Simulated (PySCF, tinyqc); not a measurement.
FCI on RHF in the sto-3g basis, frozen core, for HF, spin multiplicity 1, step by step. The lowest restricted solution is unstable here: a spin-polarised one lies 0.0245 hartree lower (PySCF). One step of it, computed by the program tinyqc.

Problem. FCI: roots. Diagonalise (each vector has its largest component positive (the first on a tie)); all determinants have Ms = 0, so triplets appear too. The lowest singlet root is the correlation energy.

Occupation strings over the orbitals (2 doubly, a alpha, b beta, 0 empty; spin orbitals ordered 1a 1b 2a 2b ...): 222220 2222ab 2a222b 2222ba 2b222a 222202 2a22b2 222022 220222 2b22a2 202222

H - E(HF) between determinants (hartree):
```
           222220     2222ab     2a222b     2222ba     2b222a     222202     2a22b2     222022
222220   0.000000   0.000000   0.000000   0.000000   0.000000   0.249138  -0.029001   0.028292
2222ab   0.000000   0.343985  -0.008856  -0.249138  -0.029001   0.056231   0.070189   0.023878
2a222b   0.000000  -0.008856   1.157600  -0.029001  -0.091282  -0.070189  -0.228889   0.023352
2222ba   0.000000  -0.249138  -0.029001   0.343985  -0.008856  -0.056231  -0.027719  -0.023878
2b222a   0.000000  -0.029001  -0.091282  -0.008856   1.157600   0.070189   0.083779  -0.023352
222202   0.249138   0.056231  -0.070189  -0.056231   0.070189   0.726241   0.054600   0.032545
2a22b2  -0.029001   0.070189  -0.228889  -0.027719   0.083779   0.054600   1.567654   0.022698
222022   0.028292   0.023878   0.023352  -0.023878  -0.023352   0.032545   0.022698   0.765984
220222   0.028292   0.023878   0.023352  -0.023878  -0.023352   0.032545   0.022698   0.053770
2b22a2   0.029001  -0.027719   0.083779   0.070189  -0.228889  -0.054600  -0.125662  -0.022698
202222   0.091282   0.083779   0.022204  -0.083779  -0.022204   0.125662   0.091761   0.191314

           220222     2b22a2     202222
222220   0.028292   0.029001   0.091282
2222ab   0.023878  -0.027719   0.083779
2a222b   0.023352   0.083779   0.022204
2222ba  -0.023878   0.070189  -0.083779
2b222a  -0.023352  -0.228889  -0.022204
222202   0.032545  -0.054600   0.125662
2a22b2   0.022698  -0.125662   0.091761
222022   0.053770  -0.022698   0.191314
220222   0.765984  -0.022698   0.191314
2b22a2  -0.022698   1.567654  -0.091761
202222   0.191314  -0.091761   2.602040
```

Give: lowest roots of this matrix, relative to E(HF); lowest vectors; <S^2> of these roots; weight of the ground state by excitation level 0, 1, 2, ....

Solution.

lowest roots of this matrix, relative to E(HF) (hartree): -0.082  0.092  0.555  0.712  0.736  0.831  1.017  1.105

lowest vectors:
```
        root 1  root 2  root 3  root 4
222220   0.953   0.000  -0.116   0.000
2222ab   0.025   0.706   0.670   0.000
2a222b  -0.010   0.025  -0.071   0.000
2222ba  -0.025   0.706  -0.670   0.000
2b222a   0.010   0.025   0.071   0.000
222202  -0.298   0.000  -0.258   0.000
2a22b2   0.023  -0.020  -0.065   0.000
222022  -0.017   0.000  -0.039   0.707
220222  -0.017   0.000  -0.039  -0.707
2b22a2  -0.023  -0.020   0.065   0.000
202222  -0.019   0.000  -0.019   0.000
```

<S^2> of these roots: 0.000  2.000  0.000  0.000  0.000  0.000  2.000  0.000

weight of the ground state by excitation level 0, 1, 2, ...: 0.908  0.001  0.091
